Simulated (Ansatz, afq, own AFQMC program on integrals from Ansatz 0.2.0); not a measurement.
AFQMC, coupled cluster and functionals along a coordinate of B$_{2}$SiH, quartet

```yaml
atoms:
  - { symbol: B, position_ang: [0.0000, -0.3807, 2.1502] }
  - { symbol: B, position_ang: [0.0000, 0.4056, 0.7804] }
  - { symbol: Si, position_ang: [0.0000, -0.0675, -1.1591] }
  - { symbol: H, position_ang: [0.0000, 1.6127, 0.8640] }
```

The B2–Si3 distance is changed with both sides rigid. Energies in eV count from this geometry (1.996 Å) at the same level; the start stands on UHF, each point on the determinant named.

Basis cc-pVDZ. Only valence electrons are correlated. AFQMC by an in-house program on the Cholesky factors that Ansatz 0.2.0 writes for its CCSD(T) run. ph-AFQMC/CISD is guided by a CISD state made of CCSD amplitudes; releasing the constraint for a short imaginary time cuts its bias at the price of noise, slowly where states lie close. ± is one standard error of the sampling.

Cautions, each for one point or more: CCSDT(Q) on the ROHF determinant differs, by its state or its frozen core; an unrestricted solution with more broken spin lies lower; higher spins were not checked; lower spins were not checked; raised T1 diagnostic; strong correlation; unrestricted determinant slightly spin contaminated; unrestricted determinant spin contaminated; walk and cluster series may follow different spin states.

```csv
r(B2–Si3) / Å,det.,T1,weight,⟨S²⟩,CCSD(T),ph-AFQMC/CISD,CCSDT(Q),r2SCAN,B3LYP
1.824,UHF,0.044,0.82,3.85,0.346,0.338 ± 0.024,0.349,0.263,0.293
2.156,UHF,0.043,0.82,3.83,0.045,0.030 ± 0.024,0.043,0.104,0.071
2.712,UHF,0.044,0.80,3.83,1.041,1.043 ± 0.027,1.014,1.201,1.082
3.602,UHF¶,0.056,0.78,4.61,2.361,2.320 ± 0.023,2.201,2.542§,–
```

Weight is that of the determinant in the CISD state; at the start T1 is 0.044 and the weight 0.82, and ⟨S²⟩ is 3.80. ¶ marks points with a poor determinant and no full CI, where no value is sure; they don't count among the departures. A dash marks a missing value, a released energy that hasn't settled or a functional that sits on another state. § marks a functional whose ⟨S²⟩ is too high by over 0.1. Largest departures from phaseless AFQMC with a CISD trial: CCSD(T) 0.014 eV at 2.156 (on UHF) (within the noise), CCSDT(Q) -0.029 eV at 2.712 (on UHF) (within the noise), r2SCAN 0.157 eV at 2.712, B3LYP -0.046 eV at 1.824 (within the noise). The walk's constraint bias lies outside its error bars, so these are departures and not errors. Functionals count only at points shown to share the start's state and spin. In this small basis the wave-function levels are far from their limit, so their gap to the functionals isn't the functionals' error. In total energy ph-AFQMC/CISD lies 46 ± 18 meV above CCSDT(Q) at the start, so its agreement along the curve rests in part on cancellation.

Some points may be missing: those where a free walk finds a much lower state, and past Zn most of those on another determinant than at the start.

CCSDT and higher add their correlation energy to the determinant of the CCSD(T) run, since their own runs factorise the integrals more tightly (a shift of under 2 meV). A walk keeps the symmetry of its determinant, which the program's search chose and which needn't be the lowest solution, so a lower state of the same spin and another symmetry isn't excluded.
